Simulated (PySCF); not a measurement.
# Reproducing measurements on mercapto radical

**What was measured.**

From Liu, Meijer, Perez-Rios, Phys. Chem. Chem. Phys. 22 (2020) 24191, for the gas: dipole moment 0.758 D.

The results are set against them at the end.

Mercapto radical, HS (doublet state).
Numbering: `[SH:1]` (hydrogens: H2 on S1)

Cartesian coordinates in Å at the PBE0-D3(BJ)/def2-SVP level; atoms count from 1:
```xyz
2
HS angstrom
S      0.6797   -0.0060   -0.0054
H     -0.6742    0.0085   -0.0229
```

The PySCF runs (gas phase, on this PBE0-D3(BJ)/def2-SVP geometry; no spin–orbit coupling):

```json
{"level": "PBE0-D3(BJ)/def2-SVP, grid level 1", "job": "geometry optimisation from a GFN2-xTB start", "basis functions": "23", "wall time": "0.9 s"}
```

Hardware: x86-64 server, one thread, no GPU, on a shared host.

Results beside the measurements:

**Dipole moment.** Measured: 0.758 D (Liu, Meijer, Perez-Rios, Phys. Chem. Chem. Phys. 22 (2020) 24191).

```tsv
level	computed (D)	computed − measured (D)	% (from the printed values)
PBE0-D3(BJ)/def2-SVP	1.043	+0.285	+38
```

The computed dipoles belong to one fixed geometry; measured ones are averaged over vibrations unless marked μe. Magnitudes are compared, not signs.

No measured geometry was used, and the causes of the misses weren't examined.
